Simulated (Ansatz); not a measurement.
Results of PBEsol (Ansatz, a quantum-chemistry and plane-wave program, PAW) for rutile CrO₂.

Run with plane-wave cutoff 520 eV, 12×12×18 k mesh (along the axes of the cell as run), Fermi–Dirac smearing 0.05 eV, spin-polarised with parallel moments, scalar-relativistic PAW data made under PBE.

Response to compression and expansion:

Shape and atoms are relaxed at each volume.

| V (Å³/atom) | P (GPa) | c (Å) | a (Å) |
|---|---|---|---|
| 8.912 | 11.57 | 2.860 | 4.324 |
| 9.098 | 5.45 | 2.874 | 4.358 |
| 9.284 | 0.01 | 2.888 | 4.392 |
| 9.469 | -4.82 | 2.900 | 4.426 |
| 9.655 | -9.08 | 2.912 | 4.460 |

Note: the bulk modulus comes from volumes at which shape and atoms were relaxed.
